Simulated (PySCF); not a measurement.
# Ionisation of propiolamide

System: `C#CC(N)=O` (C3H3NO). Atom numbers as in the mapped SMILES `[CH:1]#[C:2][C:3]([NH2:4])=[O:5]`.

Level of theory: ωB97X-D3(BJ)/ma-def2-TZVP single points in PySCF, grid level 2; every species was optimised with PBE0-D3(BJ)/def2-SVP. Zero-point and thermal terms (298.15 K, 1 bar) come from unscaled PBE0-D3(BJ)/def2-SVP harmonic frequencies, with soft modes damped to free rotors in the entropy.

Frontier levels of the parent: HOMO -10.48 eV, LUMO 0.89 eV.

Oxidation to the radical cation:
| Quantity | Value |
| --- | --- |
| Vertical ionisation energy (electronic) | 10.33 eV |
| Adiabatic ionisation energy (with zero-point energy) | 9.95 eV |
| Adiabatic, electronic part | 9.95 eV |
| Vertical gap at the product's structure | 9.47 eV |
| Inner reorganisation energy (four-point) | 868 meV |
| Relaxation of product / of parent | 380 / 488 meV |
| ⟨S²⟩ of the product | 0.767 |
| Largest spin populations | O5 0.82, C1 0.23 |
| Largest changes of atomic charge | O5 0.41, C1 0.23, N4 0.13 |
| Distances that move most (Å) | C3–N4 1.357 → 1.303; C3–O5 1.211 → 1.263; C2–C3 1.466 → 1.423; C1–C2 1.211 → 1.221 |
| Potential in THF | 7.89 V absolute, 3.15 V against Fc+/Fc computed at 4.74 V (solvation -36 → -232 kJ/mol) |

Solvents are IEF-PCM continua (electrostatics only, gas-phase structures); absolute potentials refer to an electron at rest in vacuum. Fc+/Fc in THF, 4.74 V, is ωB97X-D3(BJ)/ma-def2-TZVP on PBE0-D3(BJ)/def2-SVP structures with GFN2-xTB thermal terms. Benchmark calculations put it near 5.0 V in acetonitrile and DMSO, so it is about 0.3 V low, and the value against it can read up to that much too high.

Measured values (NIST Chemistry WebBook, evaluated or the median of agreeing entries): vertical ionisation energy 10.50 eV (computed 10.33, difference -0.17); adiabatic ionisation energy 9.85 eV (computed 9.95, difference 0.10).

Run with `OMP_NUM_THREADS=1 python redox_run.py task.json out` on 1 thread of Arm Neoverse V1, a shared host. Structures, frequencies and single points: 5.9 min of wall time.
